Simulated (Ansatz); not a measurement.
# The aluminium atom (doublet): the correlation ladder, 6-31G

The task here is to estimate one member of a computed series from the others.

Method: 6-31G, core rule «outside noble gas», up to 5 orbitals frozen; program: Ansatz 0.2.0, Gaussian basis.

The runs, in order: UHF; CCSD(T) on ROHF; CCSD(T) on UHF; BCCD(T) on ROHF; CISD; CCSDT on ROHF; CCSDT on UHF; CASSCF and MRCISD+Q, 3 electrons in 4 orbitals; CASSCF and MRCISD+Q(relaxed), 3 electrons in 4 orbitals; CASSCF and NEVPT4(SD), 3 electrons in 4 orbitals; CASSCF and NEVPT2, 3 electrons in 4 orbitals.

### The atom

A free atom, in its lowest state of this spin that the program finds.

1 atom, charge 0, spin multiplicity 2.

Set-up of the first run:

File in.yaml:

```yaml
crystal:
  periodic: [false, false, false]
  atoms:
    - {symbol: Al, position_ang: [0.000000, 0.000000, 0.000000]}
basis:
  gaussian: {orbitals: 6-31G}
magnetization: {spin_polarized: true, initial_magnetization: 1}
hamiltonian: {xc: hf}
output: {orbitals: {seedname: orbitals}}
```

Command:

```bash
> ansatz run in.yaml --threads 1 --pin off --events-out ev --progress --plain --max-ram 2393MiB
```

Steps of the session up to this table: UHF; CCSD(T) on ROHF; CCSD(T) on UHF; BCCD(T) on ROHF; CISD; CCSDT on ROHF; CCSDT on UHF; CASSCF and MRCISD+Q, 3 electrons in 4 orbitals; CASSCF and MRCISD+Q(relaxed), 3 electrons in 4 orbitals; CASSCF and NEVPT4(SD), 3 electrons in 4 orbitals; CASSCF and NEVPT2, 3 electrons in 4 orbitals.

One table of the session follows, with a row left open; its other results are not shown here.

| method | from RCCSD(T) (meV) |
| --- | --- |
| ROHF | +798.3 |
| UHF | +797.8 |
| RMP2 | +337.0 |
| UMP2 | +337.2 |
| CISD | +3.2 |
| RCCSD | +2.9 |
| UCCSD | +2.8 |
| RCCSD(T) | 0 |
| UCCSD(T) | -0.1 |
| BCCD(T) | 0.0 |
| RCCSDT | -1.4 |
| UCCSDT | -1.5 |
| CASSCF valence | +148.6 |
| NEVPT2 valence | +65.1 |
| NEVPT4(SD) valence | ? |
| MRCISD valence | -0.6 |
| MRCISD+Q valence | -1.7 |
| MRCISD+Q(relaxed) valence | -1.9 |

**Question.** Estimate the row for NEVPT4(SD) valence.

As computed: from RCCSD(T) (meV): +13.6. In the column «from RCCSD(T) (meV)» it lies between CISD (+3.2) and NEVPT2 valence (+65.1).

To keep in mind: Restricted and unrestricted rows rest on different reference determinants; where their highest levels disagree by more than a few hundredths of an eV, they describe different states and don't form one ladder.
